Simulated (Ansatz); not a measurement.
## doublet N2(+): levels of theory in one basis

```yaml
atoms:
  - { symbol: N, position_ang: [0.0000, 0.0000, 0.0000] }
  - { symbol: N, position_ang: [0.0000, 0.0000, 1.4100] }
```

Basis set: def2-SVP (spherical functions). Correlated methods keep 2 orbitals frozen. Correlation on ROHF uses semicanonical orbitals with singles. Charge 1, multiplicity 2.

Computed with Ansatz (development build ahead of 0.2.0); each method stands on the lowest determinant of its kind that the runs found.

```tsv
method	E − E(ROHF) (eV)	<S²> of the determinant
ROHF	0.00	0.75
UHF	-2.05	2.36
ROHF-MP2	-7.98	–
UHF-MP2	-6.75	2.36
```

Is a single determinant a sound starting point here?

It is doubtful. Unrestricted orbitals lower Hartree–Fock by 2.05 eV and <S²> is 2.36 where a pure state has 0.75, a sign of strong static correlation.

Caution for ROHF, ROHF-MP2: an unrestricted determinant lies well below. Caution for UHF, UHF-MP2: the unrestricted determinant is a mixture of spin states. Caution for ROHF-MP2, UHF-MP2: bonds are stretched, where a single reference can fail; forces differ strongly between restricted and unrestricted references; MP2 on this radical cation hangs on the determinant chosen. Caution for ROHF-MP2: other determinants can give a lower correlated total.
